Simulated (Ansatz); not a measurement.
**SiH₄O₂: functionals against CCSD(T) at one geometry**

One table from this session's results is given with a row withheld; the runs are named, their logs left out.

Method: single points in def2-TZVPP; program: Ansatz 0.2.0, Gaussian basis.

Cores are frozen in the correlated methods. B3LYP uses VWN-RPA correlation.

### The system as given

SMILES `O[SiH2]O`, 7 atoms, charge 0, spin multiplicity 1.

Atoms are counted from 1 here; the program's logs count them from 0.

Bond lengths: O1–Si2 1.573 Å, O1–H4 0.828 Å, Si2–O3 1.750 Å, Si2–H5 1.369 Å, Si2–H6 1.346 Å, O3–H7 0.949 Å. Angles: Si2–O1–H4 114.1°, O1–Si2–O3 120.8°, O1–Si2–H5 110.4°, O1–Si2–H6 102.4°, O3–Si2–H5 88.3°, O3–Si2–H6 105.9°, H5–Si2–H6 130.2°, Si2–O3–H7 109.8°.

Geometry (Å):

| atom | x (Å) | y (Å) | z (Å) |
| --- | --- | --- | --- |
| O1 | -1.4612 | -0.0125 | 0.2150 |
| Si2 | 0.0439 | 0.4229 | 0.0790 |
| O3 | 1.2740 | -0.7348 | -0.3791 |
| H4 | -1.7517 | -0.4323 | -0.4364 |
| H5 | 0.2513 | 1.0566 | -1.1169 |
| H6 | 0.3481 | 0.8094 | 1.3316 |
| H7 | 1.3015 | -1.4412 | 0.2535 |

The first run:

run/in.yaml

```yaml
crystal:
  periodic: [false, false, false]
  atoms:
    - {symbol: O, position_ang: [-1.461200, -0.012500, 0.215000]}
    - {symbol: Si, position_ang: [0.043900, 0.422900, 0.079000]}
    - {symbol: O, position_ang: [1.274000, -0.734800, -0.379100]}
    - {symbol: H, position_ang: [-1.751700, -0.432300, -0.436400]}
    - {symbol: H, position_ang: [0.251300, 1.056600, -1.116900]}
    - {symbol: H, position_ang: [0.348100, 0.809400, 1.331600]}
    - {symbol: H, position_ang: [1.301500, -1.441200, 0.253500]}
basis:
  gaussian: {orbitals: def2-TZVPP}
correlation: {method: ccsd_t}
output: {forces: true}
```

The command line of these runs was not kept.

Among the steps run: CCSD(T)/def2-TZVPP; PBE0-D4/def2-TZVPP; wB97M-V/def2-TZVPP; r2SCAN-D4/def2-TZVPP; PBE-D4/def2-TZVPP; LC-wPBE/def2-TZVPP; B3LYP-D4/def2-TZVPP.

One table of the session follows, with a row left open; its other results are not shown here.

```
   method  RMS force component (eV/Å)  angle to CCSD(T) forces (°)  dipole (D)
  CCSD(T)                       3.593                    reference        1.21
  PBE0-D4                       3.591                          1.2        1.23
  wB97M-V                       3.578                          0.8        1.24
r2SCAN-D4                       3.593                          0.9        1.25
   PBE-D4                       3.715                          3.4        1.23
  LC-wPBE                           ?                            ?           ?
 B3LYP-D4                       3.573                          0.9        1.22
```

**Question.** Estimate the row for LC-wPBE.

**Answer.** RMS force component (eV/Å): 3.622; angle to CCSD(T) forces (°): 1.2; dipole (D): 1.25. In the column «RMS force component (eV/Å)» it lies between r2SCAN-D4 (3.593) and PBE-D4 (3.715).
